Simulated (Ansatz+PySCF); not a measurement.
A calculation with Ansatz (development build ahead of 0.2.0).

```yaml
crystal:
  periodic: [false, false, false]
  atoms:
    - { symbol: C, position_ang: [0.0, -0.16203, 0.0] }
    - { symbol: C, position_ang: [-1.49314, 0.04415, 0.0] }
    - { symbol: C, position_ang: [0.74657, 0.04416, 1.29309] }
    - { symbol: C, position_ang: [0.74657, 0.04416, -1.29309] }
    - { symbol: H, position_ang: [-1.74243, 1.08011, 0.0] }
    - { symbol: H, position_ang: [0.87121, 1.08012, 1.50898] }
    - { symbol: H, position_ang: [0.87121, 1.08012, -1.50898] }
    - { symbol: H, position_ang: [-1.96448, -0.39983, 0.89724] }
    - { symbol: H, position_ang: [-1.96448, -0.39983, -0.89724] }
    - { symbol: H, position_ang: [1.75928, -0.39981, 1.25267] }
    - { symbol: H, position_ang: [0.20521, -0.39982, 2.14991] }
    - { symbol: H, position_ang: [0.20521, -0.39982, -2.14991] }
    - { symbol: H, position_ang: [1.75928, -0.39981, -1.25267] }
basis:
  gaussian: { orbitals: cc-pVTZ }
magnetization:
  spin_polarized: true
  initial_magnetization: 1
hamiltonian:
  xc: hf
correlation:
  method: mp2
  frozen_orbitals: { C: 1, H: 0 }
output:
  forces: true
```

The input is written out in the form of the current development build from the run's settings.

Output:

| Item | Value |
| --- | --- |
| Converged | yes |
| Reference energy | -156.72827 hartree |
| Correlation energy | -0.67962 hartree |
| Total energy | -157.40789 hartree |
| Spin squared of the determinant | 0.764 |
| Stability test | minimum |
| Occupied orbitals by symmetry in an Abelian subgroup (alpha; beta) | 11 A' 6 A''; 10 A' 6 A'' |

Forces (eV/Å):
| atom | Fx | Fy | Fz |
| --- | --- | --- | --- |
| C1 | 0.000 | 0.028 | 0.000 |
| C2 | 0.239 | -1.452 | 0.000 |
| C3 | -0.119 | -1.452 | -0.207 |
| C4 | -0.119 | -1.452 | 0.207 |
| H5 | -0.249 | 1.089 | 0.000 |
| H6 | 0.124 | 1.089 | 0.215 |
| H7 | 0.124 | 1.089 | -0.215 |
| H8 | 0.258 | 0.177 | -0.444 |
| H9 | 0.258 | 0.177 | 0.444 |
| H10 | -0.514 | 0.177 | -0.002 |
| H11 | 0.256 | 0.177 | -0.446 |
| H12 | 0.256 | 0.177 | 0.446 |
| H13 | -0.514 | 0.177 | 0.002 |
